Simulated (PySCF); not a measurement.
## NaS⁻: from constants to spectrum

RHF-CCSD(T) constants of NaS⁻, ¹Σ⁺ (singlet), closed shell (Na aug-pcseg-1, S aug-pcseg-1; no relativity (PySCF 2.14); masses 22.9898 and 31.9721 u):

| Item | Value |
| --- | --- |
| ωe | 301.5 cm⁻¹ |
| ωexe | 2.42 cm⁻¹ |
| Be | 0.20068 cm⁻¹ |
| αe | 0.00197 cm⁻¹ |
| D (centrifugal) | 3.56e-07 cm⁻¹ |

Task: Give the band origin of the fundamental and the first lines of its P and R branches.

Result: ν0 = ωe − 2ωexe = 296.7 cm⁻¹, B0 = 0.19969, B1 = 0.19772 cm⁻¹.

```tsv
J″	P(J″) − ν0	R(J″) − ν0
0		0.395
1	-0.399	0.787
2	-0.803	1.174
3	-1.210	1.558
4	-1.621	1.938
5	-2.036	2.313
6	-2.455	2.685
```

Task: Near which J would the R branch turn back, without centrifugal distortion?

Result: At J ≈ (B0 + B1)/(2(B0 − B1)) − 1 ≈ 1.0e+02.

Correlated steps freeze 6 core orbitals. The CCSD T1 diagnostic is raised, a sign that a single reference may not be enough here.
